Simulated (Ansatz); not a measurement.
**SiNH₃+ (doublet): from Hartree-Fock to the top rungs, cc-pVTZ**

An exercise on one series of results from a longer session: the logs are not shown, and one member is left open.

Method: cc-pVTZ, core rule «outside noble gas», up to 6 orbitals frozen; program: Ansatz 0.2.0, Gaussian basis.

To be run: UHF; CCSD(T) on ROHF; CCSD(T) on UHF; BCCD(T) on ROHF; CCSDT(Q) on ROHF; CCSDT(Q) on UHF; CASSCF and NEVPT2, 11 electrons in 11 orbitals.

2 further runs of the same task are left out: 2 set aside as unsound or not needed.

## What is computed

The geometry is a PBE0/def2-TZVP stationary point (not a proven minimum) of the parent state, kept for this charge and spin.

5 atoms, charge 1, spin multiplicity 2.

Atoms are counted from 1 here; the program's logs count them from 0.

Bond lengths: Si1–N2 1.707 Å, Si1–H3 1.532 Å, N2–H4 1.008 Å, N2–H5 1.008 Å. Angles: N2–Si1–H3 94.1°, Si1–N2–H4 126.3°, Si1–N2–H5 121.7°, H4–N2–H5 112.0°.

Geometry (Å):

```
Si    0.0000   -0.0811    0.6246
N     0.0000    0.0494   -1.0775
H     0.0000    1.4343    0.8505
H     0.0000    0.9052   -1.6101
H     0.0000   -0.7657   -1.6709
```

The first run:

in.yaml reads:

```yaml
crystal:
  periodic: [false, false, false]
  atoms:
    - {symbol: Si, position_ang: [0.000000, -0.081122, 0.624572]}
    - {symbol: N, position_ang: [0.000000, 0.049408, -1.077458]}
    - {symbol: H, position_ang: [0.000000, 1.434266, 0.850543]}
    - {symbol: H, position_ang: [0.000000, 0.905200, -1.610089]}
    - {symbol: H, position_ang: [0.000000, -0.765663, -1.670950]}
basis:
  gaussian: {orbitals: cc-pVTZ}
total_charge: 1
magnetization: {spin_polarized: true, initial_magnetization: 1}
hamiltonian: {xc: hf}
output: {orbitals: {seedname: orbitals}}
```

Launch:

```bash
$ ansatz run in.yaml --threads 1 --pin off --events-out ev --progress --plain --max-ram 2816MiB --backend cpu
```

Among the steps run: UHF; CCSD(T) on ROHF; CCSD(T) on UHF; BCCD(T) on ROHF; CCSDT(Q) on ROHF; CCSDT(Q) on UHF; CASSCF and NEVPT2, 11 electrons in 11 orbitals.

One of the session's tables, all rows but one given; the rest of the session is left out.

| method | from UCCSDT(Q) (meV) |
| --- | --- |
| ROHF | +9067.3 |
| UHF | +8976.2 |
| RMP2 | +991.8 |
| UMP2 | ? |
| RCCSD | +403.0 |
| UCCSD | +398.7 |
| RCCSD(T) | +45.0 |
| UCCSD(T) | +44.2 |
| BCCD(T) | +45.3 |
| RCCSDT | +23.7 |
| UCCSDT | +22.5 |
| RCCSDT(Q) | +4.2 |
| UCCSDT(Q) | 0 |
| CASSCF valence | +5341.9 |
| NEVPT2 valence | +1291.6 |

**Question.** Estimate the row for UMP2.

**Answer.** from UCCSDT(Q) (meV): +975.0. In the column «from UCCSDT(Q) (meV)» it lies between RCCSD (+403.0) and RMP2 (+991.8).

Limits of these values: Restricted and unrestricted rows rest on different reference determinants; where their highest levels disagree by more than a few hundredths of an eV, they describe different states and don't form one ladder.
